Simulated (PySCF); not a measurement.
# SN at PBE

Computed with PBE; PySCF, no relativity, basis sets S 6-31G(d,p), N 6-31G(d,p).

```json
{"state": "²Π (doublet), unpaired electrons π ↑", "bond length": "1.529 Å", "harmonic wavenumber": "1186 cm⁻¹", "force constant": "8.07 mdyn/Å", "rotational constant Be": "0.7405 cm⁻¹", "anharmonicity ωexe": "6.05 cm⁻¹", "vibration–rotation constant αe": "0.00550 cm⁻¹", "well depth De to S + N": "5.25 eV", "dissociation energy D0": "5.18 eV", "bond order (Mayer)": "2.33", "dipole moment (positive dipole means S(−)N(+))": "-1.62 D"}
```

The state is the lowest determinant that a PBE0 search found; another state may lie lower at other levels.
